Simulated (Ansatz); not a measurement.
This script drives Ansatz 0.2.0 through its Python package.

`freq.py`:
```python
'''Vibrations and zero-point energy of CH4SSi.'''

import itertools

import ansatz as az
from ase.data import atomic_numbers, covalent_radii
import numpy as np


def main() -> None:
    system = (
        az.Crystal.molecule()
        .atom('C', [-0.8138, 0.6434, -0.3067])
        .atom('S', [-0.1313, -0.3543, 0.9605])
        .atom('Si', [1.6287, -1.1128, 0.0323])
        .atom('H', [-1.7157, 1.136, 0.0578])
        .atom('H', [-0.1826, 1.4947, -0.6102])
        .atom('H', [-1.0985, 0.1139, -1.2098])
        .atom('H', [2.3744, -1.9888, 1.0304])
    )

    calculation = system.calculation()
    calculation = calculation.basis(gaussian='def2-SVP')
    calculation = calculation.functional('pbe0')
    symbols = [site.symbol for site in system.cartesian_sites]
    start = np.array([site.position_ang for site in system.cartesian_sites], dtype=float)
    report = calculation.relax(force_tolerance=0.003).run(threads=1).report
    end = np.array(report['positions_ang'])

    # pairs closer than 1.2 times the sum of covalent radii, before or after
    radius = [covalent_radii[atomic_numbers[s]] for s in symbols]
    span = lambda where, i, j: np.linalg.norm(where[i] - where[j])
    bonded = [(i, j) for i, j in itertools.combinations(range(len(symbols)), 2) if min(span(start, i, j), span(end, i, j)) < 1.2 * (radius[i] + radius[j])]
    print('pair        before    after (A)')
    for i, j in bonded:
        print(f'{symbols[i]}{i}-{symbols[j]}{j}'.ljust(10), f'{span(start, i, j):8.4f} {span(end, i, j):8.4f}')

    # same settings at the minimum
    minimum = az.Crystal.molecule()
    for symbol, place in zip(symbols, end):
        minimum = minimum.atom(symbol, place.tolist())
    vibrating = (
        minimum.calculation()
        .basis(gaussian='def2-SVP')
        .functional('pbe0')
        .phonons(temperatures=(298.15, 498.15, 100))
    )
    vib = vibrating.run(threads=1).report['vibrations']
    sums = vib['harmonic_sums']
    modes = [m['omega_inv_cm'] for m in sums['modes_at_gamma'] if m['rigid_motion'] == 'no']
    for number, w in enumerate(modes, start=1):
        print(f'mode {number:2d} {w:9.1f} 1/cm {w / 8065.544 * 1000:8.2f} meV')
    print('imaginary modes:', sum(w < 0 for w in modes), ' zero-point energy:', round(sums['zero_point_energy_ev'], 4), 'eV')
    print('T (K)   F_vib (eV)   S_vib (meV/K)   C_vib (meV/K)')
    for row in zip(sums['temperatures_k'], sums['vibrational_free_energy_ev'], vib['entropy_ev_per_k'], vib['heat_capacity_ev_per_k']):
        print(f'{row[0]:6.1f} {row[1]:11.4f} {1000 * row[2]:13.4f} {1000 * row[3]:15.4f}')

    # all hydrogen replaced by deuterium
    heavier = vibrating.phonons(masses={'H': 2.014102}).run(threads=1).report['vibrations']['harmonic_sums']
    print('deuterated (1/cm):', ' '.join(f'{m["omega_inv_cm"]:.0f}' for m in heavier['modes_at_gamma'] if m['rigid_motion'] == 'no'))
    print('zero-point energy falls by', round(sums['zero_point_energy_ev'] - heavier['zero_point_energy_ev'], 4), 'eV')


if __name__ == '__main__':
    main()
```

It is started by `python freq.py`. How long does it take on 1 thread of Arm Neoverse V1, on a shared host, and how much memory does it need?

It took about 2.9 min, with a peak of 0.21 GiB, for 3 runs of the engine.

```console
$ python freq.py
pair        before    after (A)
C0-S1        1.7513   1.8209
C0-H3        1.0904   1.0987
C0-H4        1.1024   1.0996
C0-H5        1.0849   1.0987
S1-Si2       2.1294   2.1108
Si2-H6       1.5230   1.5314
mode  1     107.6 1/cm    13.34 meV
mode  2     220.5 1/cm    27.34 meV
mode  3     454.3 1/cm    56.32 meV
mode  4     530.4 1/cm    65.76 meV
mode  5     726.8 1/cm    90.11 meV
mode  6     770.0 1/cm    95.47 meV
mode  7     964.8 1/cm   119.62 meV
mode  8     977.4 1/cm   121.18 meV
mode  9    1329.7 1/cm   164.87 meV
mode 10    1438.0 1/cm   178.29 meV
mode 11    1451.3 1/cm   179.94 meV
mode 12    2055.2 1/cm   254.81 meV
mode 13    3064.2 1/cm   379.92 meV
mode 14    3183.1 1/cm   394.65 meV
mode 15    3187.9 1/cm   395.25 meV
imaginary modes: 0  zero-point energy: 1.2684 eV
T (K)   F_vib (eV)   S_vib (meV/K)   C_vib (meV/K)
 298.1      1.2272        0.3214          0.3865
 398.1      1.1886        0.4506          0.5099
 498.1      1.1372        0.5763          0.6129
deuterated (1/cm): 79 200 329 494 589 688 733 756 1017 1039 1048 1479 2196 2363 2366
zero-point energy falls by 0.3153 eV
```

The frequencies are harmonic and unscaled, in a modest basis. The result belongs to the one conformer reached from this start, and soft torsions count as harmonic oscillators.
